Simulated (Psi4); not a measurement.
**HF/aug-cc-pVDZ run of CH2AlN (SMILES N#[C][AlH2])**

Aim: the vertical ionisation energy of CH2AlN at HF/aug-cc-pVDZ, from 2 runs. 

The calculation is run with Psi4 1.11.

3 further runs of the same task are left out: 3 set aside as unsound or not needed.

## 1. The structure to begin with

The species is CH2AlN (5 atoms), meant as a singlet with charge 0. As SMILES, `N#[C][AlH2]`. The shape is that of a PBE0-D4/def2-TZVP optimisation.

Bond lengths: N1–C2 1.154 Å, C2–Al3 1.938 Å, Al3–H4 1.573 Å, Al3–H5 1.572 Å. Angles: N1–C2–Al3 180.0°, C2–Al3–H4 117.0°, C2–Al3–H5 117.0°, H4–Al3–H5 126.1°.

## 2. The energy at HF/aug-cc-pVDZ

job.inp reads:

```
memory 2200 mb

molecule {
  N      1.382300    -1.346000     1.394200
  C      0.714200    -0.698000     0.711800
  Al    -0.407200     0.390000    -0.434600
  H     -1.629700    -0.322900    -1.120200
  H     -0.009700     1.903200    -0.592600
  symmetry c1
  no_reorient
  no_com
}

set globals {
  puream        true
  e_convergence 1e-09
  d_convergence 1e-08
  scf_type      pk
}

result, w = energy('hf/aug-cc-pVDZ', return_wfn=True)
```

The run is started by

```console
$ psi4 -n 1 job.inp job.out
```

job.out:

```text
[...]
  Running in c1 symmetry.
[...]
  Nuclear repulsion =   69.014155576228063
[...]
  Multiplicity = 1
[...]
  Nalpha       = 14
  Nbeta        = 14
[...]
    Number of basis functions: 91
[...]
   @RHF iter   1:  -335.35550745908404   -1.25868e+00   3.11643e-03 ADIIS/DIIS
[...]
   @RHF iter  11:  -335.40501160021734   -4.94538e-12   3.06657e-09 DIIS
[...]
    Orbital Energies [Eh]
    ---------------------
    Doubly Occupied:
       1A    -58.529890     2A    -15.592016     3A    -11.252782
       4A     -4.943548     5A     -3.258768     6A     -3.256678
       7A     -3.255404     8A     -1.220774     9A     -0.700836
      10A     -0.573794    11A     -0.512837    12A     -0.489382
      13A     -0.476499    14A     -0.453978
[...]
  @RHF Final Energy:  -335.40501160021734
   => Energetics <=
    Nuclear Repulsion Energy =             69.0141555762280632
    One-Electron Energy =                -599.8039646876180768
    Two-Electron Energy =                 195.3847975111726782
    Total Energy =                       -335.4050116002173354
[...]
 Multipole Moments:
 ------------------------------------------------------------------------------------
     Multipole            Electronic (a.u.)      Nuclear  (a.u.)        Total (a.u.)
 ------------------------------------------------------------------------------------
 L = 1.  Multiply by 2.5417464519 to convert [e a0] to [Debye]
 Dipole X            :        -14.1160362           13.2815621           -0.8344741
 Dipole Y            :         13.9615438          -13.1519269            0.8096169
 Dipole Z            :        -13.4525260           12.5999379           -0.8525881
 Magnitude           :                                                    1.4417812
[...]
```

It took 21 s on 1 thread of Intel Xeon at 2.50GHz (Skylake/Cascade Lake), shared host; peak memory 0.39 GiB.

## 3. The doublet cation: energy and forces at UHF/aug-cc-pVDZ

input.dat reads:

```
memory 2.2 GB

molecule molecule1 {
  1 2
  N      1.382300    -1.346000     1.394200
  C      0.714200    -0.698000     0.711800
  Al    -0.407200     0.390000    -0.434600
  H     -1.629700    -0.322900    -1.120200
  H     -0.009700     1.903200    -0.592600
  symmetry c1
  no_reorient
  no_com
}

set reference uhf
set puream true
set e_convergence 1e-09
set d_convergence 1e-08
set scf_type pk
set maxiter 100

result = gradient('hf/aug-cc-pVDZ')
print_variables()
```

The run is started by

```console
$ psi4 -i input.dat -o output.dat -n 1
```

output.dat:

```text
[...]
  Running in c1 symmetry.
[...]
  Nuclear repulsion =   69.014155576228063
[...]
  Multiplicity = 2
[...]
  Nalpha       = 14
  Nbeta        = 13
[...]
    Number of basis functions: 91
[...]
   @UHF iter   1:  -334.88160369654787   -7.84777e-01   3.71500e-03 ADIIS/DIIS
[...]
   @UHF iter  22:  -334.98573008864525   -8.81073e-12   4.29707e-09 DIIS
[...]
   @S^2 Observed:                9.746248996E-01
[...]
    Orbital Energies [Eh]
    ---------------------
    Alpha Occupied:
       1A    -58.820341     2A    -15.805694     3A    -11.445573
       4A     -5.229280     5A     -3.547394     6A     -3.542898
       7A     -3.540725     8A     -1.439340     9A     -0.949834
      10A     -0.850432    11A     -0.844192    12A     -0.745379
      13A     -0.694082    14A     -0.684471
    Alpha Virtual:
      15A     -0.206401    16A     -0.124172    17A     -0.103349
      18A     -0.098898    19A     -0.097329    20A     -0.079074
      21A     -0.071133    22A     -0.049272    23A     -0.045937
      24A     -0.040389    25A     -0.023539    26A     -0.018960
[...]
  @UHF Final Energy:  -334.98573008864525
   => Energetics <=
    Nuclear Repulsion Energy =             69.0141555762280632
    One-Electron Energy =                -592.8746583521581215
    Two-Electron Energy =                 188.8747726872848318
    Total Energy =                       -334.9857300886452549
  UHF NO Occupations:
  HONO-2 :   12  A 1.9567857
  HONO-1 :   13  A 1.9541132
[...]
 Multipole Moments:
 ------------------------------------------------------------------------------------
     Multipole            Electronic (a.u.)      Nuclear  (a.u.)        Total (a.u.)
 ------------------------------------------------------------------------------------
 L = 1.  Multiply by 2.5417464519 to convert [e a0] to [Debye]
 Dipole X            :        -14.8148201           13.2815621           -1.5332580
 Dipole Y            :         14.6290424          -13.1519269            1.4771155
 Dipole Z            :        -14.2015231           12.5999379           -1.6015852
 Magnitude           :                                                    2.6641744
[...]
  -Total Gradient:
     Atom            X                  Y                   Z
    ------   -----------------  -----------------  -----------------
       1       -0.002239261969     0.002174623537    -0.002292890181
       2        0.012312742837    -0.011940152805     0.012590229976
       3       -0.037109205939     0.035941139717    -0.037924069455
       4        0.025848223053     0.003849481923     0.017830979118
       5        0.001187502018    -0.030025092373     0.009795750544
[...]
```

Wall time 49 s (1 thread of Intel Xeon at 2.50GHz (Skylake/Cascade Lake), shared host); peak memory 0.4 GiB.

## 4. Results

At HF/aug-cc-pVDZ:

```
                                          quantity          value
                      singlet CH2AlN: total energy  -335.40501 Eh
                     singlet CH2AlN: dipole moment         3.66 D
                       singlet CH2AlN: HOMO energy      -12.35 eV
                       singlet CH2AlN: LUMO energy       -0.02 eV
                     singlet CH2AlN: HOMO–LUMO gap       12.34 eV
                      doublet cation: total energy  -334.98573 Eh
doublet cation: HOMO energy (highest over α and β)      -17.39 eV
 doublet cation: LUMO energy (lowest over α and β)      -10.43 eV
                              doublet cation: ⟨S²⟩          0.975
          doublet cation: largest force on an atom     3.295 eV/Å
vertical ionisation energy (to the doublet cation)      11.409 eV
```

**Reading.** Removing an electron at fixed nuclei costs 11.41 eV (263 kcal/mol). The negative HOMO energy of the first species, 12.35 eV, lies 0.94 eV above that difference. ⟨S²⟩ (doublet cation) is 0.97 where a pure doublet has 0.75: the reference is spin-contaminated.
